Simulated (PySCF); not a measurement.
Compound: 1,1,1-trichloro-2-fluoroethane, C2H2Cl3F.
Numbering: `[F:1][CH2:2][C:3]([Cl:4])([Cl:5])[Cl:6]` (hydrogens: H7, H8 on C2)

The same species was optimised twice, with GFN2-xTB and with PBE0-D3(BJ)/def2-SVP (PySCF), and the same property calculations (PySCF, gas phase) were run on both structures.

```
      coordinate  GFN2-xTB  PBE0-D3(BJ)/def2-SVP  change
       F1–C2 (Å)     1.360                 1.354  -0.006
      C3–Cl4 (Å)     1.775                 1.771  -0.004
      C3–Cl5 (Å)     1.775                 1.772  -0.003
       C2–C3 (Å)     1.525                 1.525   0.000
      C3–Cl6 (Å)     1.777                 1.778  +0.001
   C2–C3–Cl6 (°)     107.8                 107.0    -0.8
  Cl5–C3–Cl6 (°)     109.1                 110.0    +0.9
  Cl4–C3–Cl6 (°)     109.2                 110.0    +0.8
   C2–C3–Cl4 (°)     110.7                 110.1    -0.6
   C2–C3–Cl5 (°)     110.8                 110.1    -0.7
  Cl4–C3–Cl5 (°)     109.2                 109.7    +0.5
    F1–C2–C3 (°)     110.6                 110.7    +0.1
F1–C2–C3–Cl4 (°)        61                    60      -1
```

Rotational constants: A = 1908, B = 1559, C = 1423 MHz (GFN2-xTB) against A = 1908, B = 1567, C = 1426 MHz (PBE0-D3(BJ)/def2-SVP). Point groups within 0.08 Å: Cs and Cs.

On the GFN2-xTB structure: lowest singlet, TDDFT (eV) 6.39 [PBE0/def2-SVPD]; lowest triplet, Tamm–Dancoff (eV) 5.79 [PBE0/def2-SVPD]; isotropic polarisability (au) 67.9 [PBE0/def2-SVPD]; HOMO (eV) -9.02 [PBE0/def2-SVPD]; LUMO (eV) -1.04 [PBE0/def2-SVPD]; dipole (D) 1.60 [PBE0/def2-SVPD]; HOMO (eV) -8.99 [PBE0/pcSseg-1]; LUMO (eV) -0.91 [PBE0/pcSseg-1]; dipole (D) 1.72 [PBE0/pcSseg-1]; GIAO shielding of F1 (ppm) 389.2 [PBE0/pcSseg-1]; GIAO shielding of C2 (ppm) 92.0 [PBE0/pcSseg-1]; GIAO shielding of C3 (ppm) 66.4 [PBE0/pcSseg-1]; GIAO shielding of Cl4/Cl5/Cl6 (mean) (ppm) 506.1 [PBE0/pcSseg-1].

Q: What do these properties become on the PBE0-D3(BJ)/def2-SVP structure?

A: 
| property | level | on GFN2-xTB | on PBE0-D3(BJ)/def2-SVP | change |
| --- | --- | --- | --- | --- |
| lowest singlet, TDDFT (eV) | PBE0/def2-SVPD | 6.39 | 6.40 | +0.01 |
| lowest triplet, Tamm–Dancoff (eV) | PBE0/def2-SVPD | 5.79 | 5.80 | +0.01 |
| isotropic polarisability (au) | PBE0/def2-SVPD | 67.9 | 67.9 | 0.0 |
| HOMO (eV) | PBE0/def2-SVPD | -9.02 | -9.04 | -0.02 |
| LUMO (eV) | PBE0/def2-SVPD | -1.04 | -1.05 | -0.01 |
| dipole (D) | PBE0/def2-SVPD | 1.60 | 1.57 | -0.03 |
| energy, GFN2-xTB geometry as zero (kcal/mol) | PBE0/def2-SVPD | 0.0 | -0.2 | -0.2 |
| HOMO (eV) | PBE0/pcSseg-1 | -8.99 | -9.02 | -0.03 |
| LUMO (eV) | PBE0/pcSseg-1 | -0.91 | -0.93 | -0.02 |
| dipole (D) | PBE0/pcSseg-1 | 1.72 | 1.68 | -0.04 |
| energy, GFN2-xTB geometry as zero (kcal/mol) | PBE0/pcSseg-1 | 0.0 | -0.2 | -0.2 |
| GIAO shielding of F1 (ppm) | PBE0/pcSseg-1 | 389.2 | 388.0 | -1.2 |
| GIAO shielding of C2 (ppm) | PBE0/pcSseg-1 | 92.0 | 91.4 | -0.6 |
| GIAO shielding of C3 (ppm) | PBE0/pcSseg-1 | 66.4 | 66.1 | -0.3 |
| GIAO shielding of Cl4/Cl5/Cl6 (mean) (ppm) | PBE0/pcSseg-1 | 506.1 | 514.4 | +8.3 |

The heavy atoms differ by 0.012 Å rms after alignment. Among bonds between heavy atoms F1–C2 changes most (-0.006 Å). Changes are differences of the printed values. Neither structure is proved a minimum here.

The values belong to the conformer `[F:1][CH2:2][C:3]([Cl:4])([Cl:5])[Cl:6]`: F1–C2–C3–Cl4 60°.
